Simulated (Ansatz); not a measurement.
**SiS: geometry and frequencies at several levels**

Aim: geometry and frequencies at several levels, for SiS, with the cost of each level.

Program: Ansatz 0.2.0. Level of theory: the levels named in each step. These are calculated values, not measurements.

## 1. The structure to begin with

Bond lengths: Si1–S2 2.000 Å.

As a file:

```xyz
2

Si    0.0000    0.0000    0.0000
S     0.0000    0.0000    1.9999
```

## 2. A rough first relaxation, PBE-D4/def2-SVP

This run stands in another session on the same molecule. It ended at:

```xyz
2

Si    0.0000    0.0000    0.0190
S     0.0000    0.0000    1.9809
```

## 3. Relaxation, PBE0-D4/def2-TZVPP

This run stands in another session on the same molecule. It ended at:

```xyz
2

Si    0.0000    0.0000    0.0351
S     0.0000    0.0000    1.9649
```

## 4. Frequencies, PBE0-D4/def2-TZVPP

The input, input.yaml:

```yaml
crystal:
  periodic: [false, false, false]
  atoms:
    - { symbol: Si, position_ang: [0.0, 0.0, 0.03507713] }
    - { symbol: S, position_ang: [0.0, 0.0, 1.96485287] }
basis:
  gaussian: { orbitals: def2-TZVPP }
hamiltonian:
  xc: pbe0
  dispersion: d4
phonons: {}
```

Run with:

```
ansatz run input.yaml --threads 2 --pin off --max-ram 5120MiB --backend cpu --events-out ev --progress --plain --runs-dir out
```

Standard output (excerpt; [...] marks lines left out):

```text
Warning: RAYON_NUM_THREADS=2 ignored (pool sized by the plan → 2); use --threads N
[...]
Functional definition: PBE0
[...]
606 factors; their error is unknown
[...]
mean field -18706.49520513 eV, -687.4510190706 hartree, gradient 5.6e-5 eV, S^2 0.000000; 0 other end points of the search recorded, 0 dependent functions left out
[...]
reference -18706.49522330 eV, -687.4510197382 hartree; 15, 15 occupied and 69, 69 virtual orbitals, 606 factors
[...]
606 factors; their error is unknown
[...]
mean field -18706.49520513 eV, -687.4510190707 hartree, gradient 4.8e-7 eV, S^2 0.000000; 0 other end points of the search recorded, 0 dependent functions left out
[...]
reference -18706.49522330 eV, -687.4510197384 hartree; 15, 15 occupied and 69, 69 virtual orbitals, 606 factors
[...]
606 factors; their error is unknown
mean field -18706.49520513 eV, -687.4510190707 hartree, gradient 4.8e-7 eV, S^2 0.000000; 0 other end points of the search recorded, 0 dependent functions left out
[...]
reference -18706.49522330 eV, -687.4510197384 hartree; 15, 15 occupied and 69, 69 virtual orbitals, 606 factors
[...]
606 factors; their error is unknown
[...]
mean field -18706.49520513 eV, -687.4510190707 hartree, gradient 4.8e-7 eV, S^2 0.000000; 0 other end points of the search recorded, 0 dependent functions left out
[...]
reference -18706.49522330 eV, -687.4510197384 hartree; 15, 15 occupied and 69, 69 virtual orbitals, 606 factors
[...]
606 factors; their error is unknown
[...]
reference -18706.49522330 eV, -687.4510197384 hartree; 15, 15 occupied and 69, 69 virtual orbitals, 606 factors
[...]
606 factors; their error is unknown
mean field -18706.49520513 eV, -687.4510190707 hartree, gradient 4.8e-7 eV, S^2 0.000000; 0 other end points of the search recorded, 0 dependent functions left out
[...]
reference -18706.49522330 eV, -687.4510197384 hartree; 15, 15 occupied and 69, 69 virtual orbitals, 606 factors
[...]
606 factors; their error is unknown
mean field -18706.49520513 eV, -687.4510190707 hartree, gradient 4.8e-7 eV, S^2 0.000000; 0 other end points of the search recorded, 0 dependent functions left out
[...]
reference -18706.49522330 eV, -687.4510197384 hartree; 15, 15 occupied and 69, 69 virtual orbitals, 606 factors
[...]
606 factors; their error is unknown
mean field -18706.49510916 eV, -687.4510155438 hartree, gradient 7.6e-7 eV, S^2 0.000000; 0 other end points of the search recorded, 0 dependent functions left out
[...]
reference -18706.49512732 eV, -687.4510162114 hartree; 15, 15 occupied and 69, 69 virtual orbitals, 606 factors
[...]
606 factors; their error is unknown
[...]
mean field -18706.49509921 eV, -687.4510151783 hartree, gradient 7.6e-7 eV, S^2 0.000000; 0 other end points of the search recorded, 0 dependent functions left out
[...]
reference -18706.49511738 eV, -687.4510158461 hartree; 15, 15 occupied and 69, 69 virtual orbitals, 606 factors
Total energy: -18706.53285272 eV, -687.4524025940 hartree
Atom 0 at     0.000000     0.000000     0.035077 Å, force    -0.000000     0.000000    -0.001188 eV/Å
Atom 1 at     0.000000     0.000000     1.964853 Å, force     0.000000    -0.000000     0.001188 eV/Å
Dipole moment:    -0.000000    -0.000000    -0.359812 e Å
Vibrations: 766.01 cm⁻¹, zero-point energy 0.047486 eV
```

Wall time 6.5 s (2 threads of AMD EPYC 7B13 (Zen 3), shared host); peak memory 0.14 GiB.

Harmonic frequencies (cm⁻¹; negative: imaginary): 766.

## 5. Relaxation, PBE-D4/def2-TZVPP

Edit input.yaml of step 4 so:

```diff
@@ -8,4 +8,6 @@
 hamiltonian:
-  xc: pbe0
+  xc: pbe
   dispersion: d4
-phonons: {}
+relax:
+  f_tol: 0.002
+  max_steps: 150
```

Run with:

```
ansatz run input.yaml --threads 2 --pin off --max-ram 5120MiB --backend cpu --events-out ev --progress --plain --runs-dir out
```

Standard output (excerpt; [...] marks lines left out):

```text
Warning: RAYON_NUM_THREADS=2 ignored (pool sized by the plan → 2); use --threads N
[...]
Functional definition: PBE
[...]
572 factors; their error is unknown
[...]
mean field -18705.08825097 eV, -687.3993144591 hartree, gradient 1.5e-5 eV, S^2 0.000000; 0 other end points of the search recorded, 0 dependent functions left out
[...]
reference -18705.08827489 eV, -687.3993153381 hartree; 15, 15 occupied and 69, 69 virtual orbitals, 572 factors
relax step   1: F+E_penalty+E_count = -18705.13349498 eV  Δ(F+E_penalty+E_count) = +0.000e0 eV  max|allowed force component| = 6.484e-1 eV/Å  Δτ_max = 0.0000 Å  (25 SCF iters, accepted)
[...]
relax step   2: F+E_penalty+E_count = -18705.14019187 eV  Δ(F+E_penalty+E_count) = -6.697e-3 eV  max|allowed force component| = 7.921e-2 eV/Å  Δτ_max = 0.0120 Å  (24 SCF iters, accepted)
[...]
relax step   3: F+E_penalty+E_count = -18705.14030118 eV  Δ(F+E_penalty+E_count) = -1.093e-4 eV  max|allowed force component| = 1.155e-4 eV/Å  Δτ_max = 0.0014 Å  (25 SCF iters, accepted)
572 factors; their error is unknown
[...]
mean field -18705.09508002 eV, -687.3995654218 hartree, gradient 1.5e-5 eV, S^2 0.000000; 1 other end points of the search recorded, 0 dependent functions left out
[...]
reference -18705.09510392 eV, -687.3995663002 hartree; 15, 15 occupied and 69, 69 virtual orbitals, 572 factors
Total energy: -18705.14032508 eV, -687.4012281474 hartree
Atom 0 at    -0.000000     0.000000     0.024407 Å, force     0.000000    -0.000000     0.000116 eV/Å
Atom 1 at     0.000000    -0.000000     1.975523 Å, force    -0.000000     0.000000    -0.000116 eV/Å
Dipole moment:    -0.000000     0.000000    -0.328822 e Å
```

Wall time 2.1 s (2 threads of AMD EPYC 7B13 (Zen 3), shared host); peak memory 0.14 GiB.

Relaxation path:

```
step  E - E(step 1) (eV)  largest force component (eV/Å)
   1              0.0000                          0.6484
   2             -0.0067                          0.0792
   3             -0.0068                          0.0001
```

Step 1 is the start.

Before: Bond lengths: Si1–S2 1.930 Å.

After: Bond lengths: Si1–S2 1.951 Å.

## 6. Frequencies, PBE-D4/def2-TZVPP

The input, input.yaml:

```yaml
crystal:
  periodic: [false, false, false]
  atoms:
    - { symbol: Si, position_ang: [0.0, 0.0, 0.02440664] }
    - { symbol: S, position_ang: [0.0, 0.0, 1.97552336] }
basis:
  gaussian: { orbitals: def2-TZVPP }
hamiltonian:
  xc: pbe
  dispersion: d4
phonons: {}
```

Run with:

```
ansatz run input.yaml --threads 2 --pin off --max-ram 5120MiB --backend cpu --events-out ev --progress --plain --runs-dir out
```

Standard output (excerpt; [...] marks lines left out):

```text
Warning: RAYON_NUM_THREADS=2 ignored (pool sized by the plan → 2); use --threads N
[...]
[... 1 set-up line as earlier in the session ...]
[...]
572 factors; their error is unknown
[...]
mean field -18705.09508002 eV, -687.3995654218 hartree, gradient 2.1e-5 eV, S^2 0.000000; 0 other end points of the search recorded, 0 dependent functions left out
[...]
reference -18705.09510392 eV, -687.3995663002 hartree; 15, 15 occupied and 69, 69 virtual orbitals, 572 factors
[...]
572 factors; their error is unknown
[...]
mean field -18705.09508002 eV, -687.3995654219 hartree, gradient 5.6e-7 eV, S^2 0.000000; 0 other end points of the search recorded, 0 dependent functions left out
[...]
reference -18705.09510392 eV, -687.3995663003 hartree; 15, 15 occupied and 69, 69 virtual orbitals, 572 factors
[...]
572 factors; their error is unknown
[...]
reference -18705.09510392 eV, -687.3995663003 hartree; 15, 15 occupied and 69, 69 virtual orbitals, 572 factors
[...]
572 factors; their error is unknown
mean field -18705.09499238 eV, -687.3995622014 hartree, gradient 1.5e-6 eV, S^2 0.000000; 0 other end points of the search recorded, 0 dependent functions left out
[...]
reference -18705.09501628 eV, -687.3995630797 hartree; 15, 15 occupied and 69, 69 virtual orbitals, 572 factors
[...]
572 factors; their error is unknown
[...]
mean field -18705.09498678 eV, -687.3995619956 hartree, gradient 1.0e-5 eV, S^2 0.000000; 0 other end points of the search recorded, 0 dependent functions left out
[...]
reference -18705.09501069 eV, -687.3995628740 hartree; 15, 15 occupied and 69, 69 virtual orbitals, 572 factors
Total energy: -18705.14032508 eV, -687.4012281474 hartree
Atom 0 at     0.000000     0.000000     0.024407 Å, force    -0.000000     0.000000     0.000115 eV/Å
Atom 1 at     0.000000     0.000000     1.975523 Å, force     0.000000    -0.000000    -0.000115 eV/Å
Dipole moment:     0.000000     0.000000    -0.328821 e Å
Vibrations: 725.06 cm⁻¹, zero-point energy 0.044948 eV
```

Wall time 4.8 s (2 threads of AMD EPYC 7B13 (Zen 3), shared host); peak memory 0.14 GiB.

Harmonic frequencies (cm⁻¹; negative: imaginary): 725.

## 7. Relaxation, r2SCAN-D4/def2-TZVPP

The input, input.yaml:

```yaml
crystal:
  periodic: [false, false, false]
  atoms:
    - { symbol: Si, position_ang: [0.0, 0.0, 0.03507713] }
    - { symbol: S, position_ang: [0.0, 0.0, 1.96485287] }
basis:
  gaussian: { orbitals: def2-TZVPP }
hamiltonian:
  xc: r2scan
  dispersion: d4
relax:
  f_tol: 0.002
  max_steps: 150
```

Run with:

```
ansatz run input.yaml --threads 2 --pin off --max-ram 5120MiB --backend cpu --events-out ev --progress --plain --runs-dir out
```

Standard output (excerpt; [...] marks lines left out):

```text
Warning: RAYON_NUM_THREADS=2 ignored (pool sized by the plan → 2); use --threads N
[...]
Functional definition: r2SCAN
[...]
572 factors; their error is unknown
[...]
mean field -18712.09758804 eV, -687.6569028451 hartree, gradient 1.9e-5 eV, S^2 0.000000; 0 other end points of the search recorded, 0 dependent functions left out
[...]
reference -18712.09759526 eV, -687.6569031106 hartree; 15, 15 occupied and 69, 69 virtual orbitals, 572 factors
relax step   1: F+E_penalty+E_count = -18712.10592399 eV  Δ(F+E_penalty+E_count) = +0.000e0 eV  max|allowed force component| = 2.218e-1 eV/Å  Δτ_max = 0.0000 Å  (27 SCF iters, accepted)
[...]
relax step   2: F+E_penalty+E_count = -18712.10667593 eV  Δ(F+E_penalty+E_count) = -7.519e-4 eV  max|allowed force component| = 3.771e-2 eV/Å  Δτ_max = 0.0041 Å  (33 SCF iters, accepted)
[...]
relax step   3: F+E_penalty+E_count = -18712.10669890 eV  Δ(F+E_penalty+E_count) = -2.297e-5 eV  max|allowed force component| = 1.612e-5 eV/Å  Δτ_max = 0.0006 Å  (24 SCF iters, accepted)
572 factors; their error is unknown
[...]
mean field -18712.09836343 eV, -687.6569313404 hartree, gradient 1.0e-5 eV, S^2 0.000000; 1 other end points of the search recorded, 0 dependent functions left out
[...]
reference -18712.09837066 eV, -687.6569316060 hartree; 15, 15 occupied and 69, 69 virtual orbitals, 572 factors
Total energy: -18712.10670613 eV, -687.6572379289 hartree
Atom 0 at     0.000000    -0.000000     0.031564 Å, force     0.000000    -0.000000     0.000016 eV/Å
Atom 1 at    -0.000000     0.000000     1.968366 Å, force    -0.000000     0.000000    -0.000016 eV/Å
Dipole moment:    -0.000000    -0.000000    -0.331332 e Å
```

It took 4.3 s on 2 threads of AMD EPYC 7B13 (Zen 3), shared host; peak memory 0.15 GiB.

Step by step:

| step | energy from step 1 (eV) | largest force component (eV/Å) |
| --- | --- | --- |
| 1 | 0.0000 | 0.2218 |
| 2 | -0.0008 | 0.0377 |
| 3 | -0.0008 | 0.0000 |

Step 1 is the start.

Before: Bond lengths: Si1–S2 1.930 Å.

After: Bond lengths: Si1–S2 1.937 Å.

## 8. Frequencies, r2SCAN-D4/def2-TZVPP

The input, input.yaml:

```yaml
crystal:
  periodic: [false, false, false]
  atoms:
    - { symbol: Si, position_ang: [0.0, 0.0, 0.03156444] }
    - { symbol: S, position_ang: [0.0, 0.0, 1.96836556] }
basis:
  gaussian: { orbitals: def2-TZVPP }
hamiltonian:
  xc: r2scan
  dispersion: d4
phonons: {}
```

Run with:

```
ansatz run input.yaml --threads 2 --pin off --max-ram 5120MiB --backend cpu --events-out ev --progress --plain --runs-dir out
```

Standard output (excerpt; [...] marks lines left out):

```text
Warning: RAYON_NUM_THREADS=2 ignored (pool sized by the plan → 2); use --threads N
[...]
[... 1 set-up line as earlier in the session ...]
[...]
572 factors; their error is unknown
[...]
mean field -18712.09836343 eV, -687.6569313404 hartree, gradient 1.1e-5 eV, S^2 0.000000; 0 other end points of the search recorded, 0 dependent functions left out
[...]
reference -18712.09837066 eV, -687.6569316060 hartree; 15, 15 occupied and 69, 69 virtual orbitals, 572 factors
[...]
572 factors; their error is unknown
mean field -18712.09836343 eV, -687.6569313404 hartree, gradient 4.1e-7 eV, S^2 0.000000; 0 other end points of the search recorded, 0 dependent functions left out
[...]
reference -18712.09837066 eV, -687.6569316060 hartree; 15, 15 occupied and 69, 69 virtual orbitals, 572 factors
[...]
572 factors; their error is unknown
[...]
reference -18712.09837066 eV, -687.6569316060 hartree; 15, 15 occupied and 69, 69 virtual orbitals, 572 factors
[...]
572 factors; their error is unknown
[...]
mean field -18712.09826684 eV, -687.6569277908 hartree, gradient 1.9e-6 eV, S^2 0.000000; 0 other end points of the search recorded, 0 dependent functions left out
[...]
reference -18712.09827407 eV, -687.6569280565 hartree; 15, 15 occupied and 69, 69 virtual orbitals, 572 factors
[...]
572 factors; their error is unknown
mean field -18712.09826585 eV, -687.6569277542 hartree, gradient 1.8e-6 eV, S^2 0.000000; 0 other end points of the search recorded, 0 dependent functions left out
[...]
reference -18712.09827308 eV, -687.6569280198 hartree; 15, 15 occupied and 69, 69 virtual orbitals, 572 factors
Total energy: -18712.10670613 eV, -687.6572379289 hartree
Atom 0 at     0.000000     0.000000     0.031564 Å, force    -0.000000    -0.000000     0.000017 eV/Å
Atom 1 at     0.000000     0.000000     1.968366 Å, force     0.000000     0.000000    -0.000017 eV/Å
Dipole moment:    -0.000000    -0.000000    -0.331332 e Å
Vibrations: 751.21 cm⁻¹, zero-point energy 0.046569 eV
```

Wall time 8 s (2 threads of AMD EPYC 7B13 (Zen 3), shared host); peak memory 0.15 GiB.

Harmonic frequencies (cm⁻¹; negative: imaginary): 751.

(Part 1 of 2 ends here.)
